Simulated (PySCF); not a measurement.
Species: C4H7F.
SMILES with atom numbers: `[CH2:1]=[C:2]([F:3])[CH2:4][CH3:5]` (hydrogens: H6, H7 on C1; H8, H9 on C4; H10, H11, H12 on C5)

A GFN2-xTB structure was refined with PBE0-D3(BJ)/def2-SVP geometry optimisation, gas phase (PySCF). Its GFN2-xTB values:

| coordinate | GFN2-xTB |
| --- | --- |
| C1=C2 | 1.319 Å |
| C1–H6 | 1.075 Å |
| C1–H7 | 1.073 Å |
| C2–F3 | 1.357 Å |
| C2–C4 | 1.494 Å |
| C4–C5 | 1.530 Å |
| C4–H8 | 1.090 Å |
| C5–H10 | 1.088 Å |
| C1–C2–F3 | 119.1° |
| C1–C2–C4 | 128.3° |
| C2–C4–C5 | 111.0° |
| F3–C2–C4 | 112.6° |
| C1–C2–C4–C5 | -111° |

Question: How do these coordinates change at the PBE0-D3(BJ)/def2-SVP level?

Answer: 
```tsv
coordinate	PBE0-D3(BJ)/def2-SVP (Å or °)	change
C1–H7	1.090	+0.017
C1–H6	1.091	+0.016
C2–F3	1.342	-0.015
C5–H10	1.100	+0.012
C1=C2	1.330	+0.011
C4–H8	1.100	+0.010
C4–C5	1.525	-0.005
C2–C4	1.490	-0.004
C2–C4–C5	113.0	+2.0
C1–C2–F3	119.8	+0.7
F3–C2–C4	112.1	-0.5
C1–C2–C4	128.1	-0.2
C1–C2–C4–C5	-120	-9
```

The energy falls by 4.3 kJ/mol over 5 energy and gradient evaluations, the largest force component goes from 0.0170 to 3.5e-04 Eh/bohr, and the atoms move by 0.094 Å rms after alignment. Among the bonds, C1–H6 and C1–H7 change most and about equally (+0.016 to +0.017 Å). Bonds longer at the end by more than 0.005 Å: 8 of 11; shorter: 1. Rotational constants go from 8054, 3873, 3024 to 8283, 3851, 2982 MHz.

The run used 105 basis functions and 32 SCF cycles in all. On an Arm Neoverse V1 with one thread, no GPU, shared host, this took 16 s.

Whether it is a minimum is left open (no frequencies). One conformer, not necessarily the lowest.

The values belong to the conformer `[CH2:1]=[C:2]([F:3])[CH2:4][CH3:5]`: C1–C2–C4–C5 -120°.
